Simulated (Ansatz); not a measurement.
# BSiF+ (quartet): the correlation ladder, def2-TZVPP

An exercise on one series of results from a longer session: the logs are not shown, and one member is left open.

The runs use Ansatz 0.2.0, Gaussian basis; def2-TZVPP, core rule «outside noble gas», up to 7 orbitals frozen.

Plan: UHF; ROHF; CCSD(T) on UHF.

2 further runs of the same task are left out: 2 set aside as unsound or not needed.

## What is computed

The geometry is a PBE0/def2-TZVP stationary point (not a proven minimum) of the parent state, kept for this charge and spin.

3 atoms, charge 1, spin multiplicity 4.

Atoms are counted from 1 here; the program's logs count them from 0.

Bond lengths: F1–B2 1.280 Å, B2–Si3 1.896 Å. Angles: F1–B2–Si3 180.0°.

Set-up of the first run:

The input, in.yaml:

```yaml
crystal:
  periodic: [false, false, false]
  atoms:
    - {symbol: F, position_ang: [0.000000, 0.000000, 1.485424]}
    - {symbol: B, position_ang: [0.000000, 0.000000, 0.205103]}
    - {symbol: Si, position_ang: [0.000000, 0.000000, -1.690526]}
basis:
  gaussian: {orbitals: def2-TZVPP}
total_charge: 1
magnetization: {spin_polarized: true, initial_magnetization: 3}
hamiltonian: {xc: hf}
output: {orbitals: {seedname: orbitals}}
```

Command:

```console
ansatz run in.yaml --threads 1 --pin off --events-out ev --progress --plain --max-ram 2816MiB --backend cpu
```

Steps of the session up to this table: UHF; ROHF; CCSD(T) on UHF.

One of the session's tables, all rows but one given; the rest of the session is left out.

It belongs to the step «Misses and costs». 

| method | from UCCSD(T) (meV) |
| --- | --- |
| ROHF | +10842.4 |
| UHF | ? |
| UMP2 | +895.5 |
| UCCSD | +417.7 |
| UCCSD(T) | 0 |

**Question.** Estimate the row for UHF.

**Answer.** from UCCSD(T) (meV): +10808.4. In the column «from UCCSD(T) (meV)» it lies between UMP2 (+895.5) and ROHF (+10842.4).
